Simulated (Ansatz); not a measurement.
Take GaAs in the zinc blende structure (space group F-43m, No. 216) as the base.

```
GaAs
1.0
    0.00000     2.87304     2.87304
    2.87304     0.00000     2.87304
    2.87304     2.87304     0.00000
As Ga
1 1
Direct
  0.75000   0.75000   0.75000
  0.00000   0.00000   0.00000
```

Levels (all Ansatz, a program for electronic structure, PAW, earlier PAW set): PBE (420 eV, without spin-orbit coupling); r2SCAN (500 eV, no spin-orbit coupling); HSE06 (420 eV, no spin-orbit coupling); HSE06+SOC (420 eV, spin-orbit coupling included).

Levels that relaxed their own cell: PBE and r2SCAN.

```tsv
level	band gap	lattice parameter a	spin-orbit splitting at Γ	electron mass at Γ
PBE	0.16 eV	5.746 Å	–	–
r2SCAN	0.97 eV	5.666 Å	–	0.051 mₑ
HSE06	1.37 eV	–	–	–
HSE06+SOC	1.25 eV	–	0.36 eV	–
```

Measured: band gap 1.57 eV (static lattice; corrected from measurement; as listed in Wei Chen et al., Physical Review Materials (2018)); lattice parameter a 5.64 Å (static lattice; corrected from measurement; as listed in Daniel Mejia-Rodriguez, S. B. Trickey, Phys. Rev. B (2018)); spin-orbit splitting at Γ 0.341 eV (temperature not stated; as listed in I. Vurgaftman, J. R. Meyer, L. R. Ram-Mohan, Journal of Applied Physics (2001)); electron mass at Γ 0.066 mₑ (temperature not stated; as listed in Magdalena Laurien, Oleg Rubel, Phys. Rev. B (2022)).

Computed minus measured — band gap: PBE -1.41 eV, r2SCAN -0.60 eV, HSE06 -0.20 eV, HSE06+SOC -0.32 eV (closest: HSE06); lattice parameter a: PBE +1.9 %, r2SCAN +0.5 % (closest: r2SCAN); spin-orbit splitting at Γ: HSE06+SOC +0.02 eV; electron mass at Γ: r2SCAN -22 %. Measured values not marked as corrected hold thermal and zero-point effects that the static-lattice runs lack. A measured gap can be an optical one, lowered by exciton binding. Levels without spin-orbit coupling miss its lowering of the gap, often about a third of the valence-band splitting.

Single points use the geometry relaxed with r2SCAN. Differences between runs with and without spin-orbit coupling are approximate. Effective masses come from finite differences of ±0.01 Å⁻¹. Stability against distortions was not tested. A zero or small gap of GaAs can be the functional's error rather than a property of the material.
